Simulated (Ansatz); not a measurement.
A CCSD(T) single point on `O=[N+]=O`.

```yaml
crystal:
  periodic: [false, false, false]
  atoms:
    - {symbol: O, position_ang: [-0.572985, 0.927013, -0.209578]}
    - {symbol: N, position_ang: [-0.000006, -0.000004, -0.000001]}
    - {symbol: O, position_ang: [0.572991, -0.927010, 0.209578]}
basis:
  gaussian: {orbitals: def2-QZVPP}
total_charge: 1
correlation: {method: ccsd_t}
```

```sh
$ ansatz run in.yaml --threads 2 --pin off --events-out ev --progress --plain --max-ram 32768MiB --backend cpu
```

Log, shortened:

```
Functional definition: HF
1104 factors; integrals over basis functions are off by at most 7.6e-4 eV
mean field evaluation 1: about -5543.0353 eV, gradient 4.0e1 eV
mean field evaluation 2: about -5543.0363 eV, gradient 4.0e1 eV
mean field evaluation 4: about -5545.2812 eV, gradient 2.6e0 eV
mean field evaluation 8: about -5545.2956 eV, gradient 1.6e-5 eV
mean field -5545.29562792 eV, -203.7858555895 hartree, gradient 2.0e-6 eV, S^2 0.000000; 0 other end points of the search recorded, 0 dependent functions left out
3 core orbitals not correlated: weight in the atoms' cores, before any rotation towards them, 1.000 or more for the frozen orbitals, at most 0.000 for the correlated occupied ones
reference -5545.29562792 eV, -203.7858555895 hartree; 8, 8 occupied and 160, 160 virtual orbitals, 1104 factors
second order -19.80709084 eV of doubles, -0.00000000 eV of singles
cycle   1  -17.69789752 eV  change     2.1e0 eV  update   1.6e-1
cycle   2  -18.63173907 eV  change   -9.3e-1 eV  update   7.6e-2
cycle   3  -18.78308552 eV  change   -1.5e-1 eV  update   1.7e-2
cycle   4  -18.75723128 eV  change    2.6e-2 eV  update   4.5e-3
cycle   5  -18.75983959 eV  change   -2.6e-3 eV  update   1.3e-3
cycle   6  -18.75941777 eV  change    4.2e-4 eV  update   3.0e-4
cycle   7  -18.75904160 eV  change    3.8e-4 eV  update   9.7e-5
cycle   8  -18.75907346 eV  change   -3.2e-5 eV  update   3.4e-5
cycle   9  -18.75908885 eV  change   -1.5e-5 eV  update   6.7e-6
perturbative correction -1.13475192 eV, -0.0417013641 hartree
Total energy: -5565.18946869 eV, -204.5169407535 hartree
```

Run time 13 s (2 threads of an AMD EPYC 7R13 on a shared host); peak host memory 0.93 GiB.

MP2 recovers 99.6 % of the CCSD(T) correlation energy and the triples give 5.7 %; T1 = 0.0202.
